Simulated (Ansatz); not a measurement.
Geometry optimisation, RHF/def2-SVP in Ansatz.

Input file:

```yaml
crystal:
  periodic: [false, false, false]
  atoms:
    - { symbol: F, position_ang: [-0.6728, -1.0608, 2.3025] }
    - { symbol: C, position_ang: [-0.3676, -1.2547, 0.9955] }
    - { symbol: C, position_ang: [0.175, 0.0233, 0.3926] }
    - { symbol: O, position_ang: [1.33295, 0.56106, 1.10891] }
    - { symbol: C, position_ang: [1.99729, 1.063, -0.07497] }
    - { symbol: S, position_ang: [1.11805, -0.12429, -1.11939] }
    - { symbol: H, position_ang: [0.4148, -2.0445, 1.01] }
    - { symbol: H, position_ang: [-1.2061, -1.5992, 0.4514] }
    - { symbol: H, position_ang: [-0.64815, 0.83986, 0.36535] }
    - { symbol: H, position_ang: [1.69498, 2.11265, -0.2312] }
    - { symbol: H, position_ang: [3.05211, 0.94394, -0.06043] }
basis:
  gaussian: { orbitals: def2-SVP }
hamiltonian:
  xc: hf
relax:
  f_tol: 0.015
  max_steps: 40
```

Launched with:

```bash
$ ansatz run input.yaml --threads 2 --pin off --max-ram 3072MiB --backend cpu --events-out ev --progress --plain --runs-dir out
```

Task: Where does it end, and by what steps?

Result: It converged. After 8 steps the energy has fallen by 0.494 eV; H11 moved furthest, 0.50 Å.

```csv
step,energy less start (eV),largest force component (eV/Å),accepted
0,0.0000,2.487,yes
1,-0.3641,1.631,yes
2,-0.4545,0.572,yes
3,-0.4811,0.191,yes
4,-0.4883,0.114,yes
5,-0.4922,0.094,yes
6,-0.4933,0.063,yes
7,-0.4935,0.024,yes
8,-0.4935,0.004,yes
```

```xyz
11
Properties=species:S:1:pos:R:3
F -0.788 -1.121 2.233
C -0.220 -1.223 1.004
C 0.034 0.152 0.446
O 1.121 0.802 1.040
C 1.960 0.982 -0.061
S 0.808 0.149 -1.222
H 0.715 -1.773 1.088
H -0.903 -1.766 0.349
H -0.873 0.753 0.503
H 2.121 2.033 -0.294
H 2.916 0.474 0.054
```

Run time: 17 s on 2 threads of Arm Neoverse V1 (shared host), peak memory 0.24 GiB.
